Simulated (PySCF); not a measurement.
Species: 3-chloro-1-butyne, C4H5Cl.
Atom-mapped SMILES: `[CH:1]#[C:2][C@H:3]([CH3:4])[Cl:5]` (hydrogens: H6 on C1; H7 on C3; H8, H9, H10 on C4)

Method: EOM-IP-CCSD/aug-cc-pVDZ in PySCF, restricted Hartree–Fock reference, frozen core, non-relativistic, gas phase, PBE0-D3(BJ)/def2-SVP geometry.

Hartree–Fock orbital energies give these Koopmans values (eV): HOMO 10.87, HOMO-1 10.89, HOMO-2 12.09, HOMO-3 12.24, HOMO-4 14.37, HOMO-5 14.87, HOMO-6 16.01, HOMO-7 17.13.

Q: What vertical ionisation energies does EOM-IP-CCSD give?

A: 
| leading hole (HF orbital) | Koopmans (eV) | EOM-IP-CCSD (eV) | change (eV) | one-hole share |
| --- | --- | --- | --- | --- |
| HOMO-1 | 10.89 | 10.65 | -0.24 | 0.96 |
| HOMO | 10.87 | 10.66 | -0.21 | 0.96 |
| HOMO-2 | 12.09 | 11.24 | -0.85 | 0.95 |
| HOMO-3 | 12.24 | 11.35 | -0.89 | 0.95 |
| HOMO-4 | 14.37 | 13.50 | -0.87 | 0.95 |
| HOMO-5 | 14.87 | 13.78 | -1.09 | 0.95 |
| HOMO-6 | 16.01 | 14.69 | -1.32 | 0.95 |
| HOMO-7 | 17.13 | 15.85 | -1.28 | 0.94 |

Q: Does the order of the lines follow the orbital energies?

A: No: the HOMO-1 hole (10.65 eV) falls below the HOMO hole (10.66 eV). The corrections run from -1.32 to -0.21 eV, with a mean of -0.84 eV over the 8 lines; no line lies above its Koopmans value. Koopmans values leave out both the relaxation of the orbitals and the change in correlation energy.

Q: At what kinetic energies would He II light (40.81 eV) eject these electrons?

A: 30.16 eV (HOMO-1), 30.15 eV (HOMO), 29.57 eV (HOMO-2), 29.46 eV (HOMO-3), 27.31 eV (HOMO-4), 27.03 eV (HOMO-5), 26.12 eV (HOMO-6), 24.96 eV (HOMO-7).

Lines less than 0.15 eV apart could change places at a higher level. One root was sought for each valence orbital with −ε under 21 eV, eight at most, so deeper holes and satellites are missing; no vibrational structure.

Time: 4.8 min of wall time. Hardware: one thread of an x86-64 server, no GPU, on a shared host.
